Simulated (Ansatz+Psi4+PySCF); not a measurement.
Two shapes of doublet CH₃.

Shape 1:

```xyz
4

C     0.0000    0.0000    0.0000
H     0.0000    1.0784    0.0000
H     0.9339   -0.5392    0.0000
H    -0.9339   -0.5392    0.0000
```

Shape 2:

```xyz
4

C     0.0026   -0.0279    0.0107
H     0.0181    1.1008    0.0084
H     0.9423   -0.5680    0.0010
H    -0.9354   -0.5262    0.0270
```

Basis set: cc-pVTZ (spherical functions). Correlated methods keep 1 orbital frozen. Correlation on ROHF uses semicanonical orbitals with singles. Charge 0, multiplicity 2.

Computed with Ansatz (development build ahead of 0.2.0) and Psi4 1.11; each method stands on the lowest determinant of its kind that the runs found.

**Question.** Which shape is lower in energy, and by how much in each method?

**Answer.**

```tsv
method	E(2) − E(1) (eV)
ROHF	0.063
UHF	0.060
ROHF-MP2	0.055
UHF-MP2	0.055
```

Shape 1 is lower.
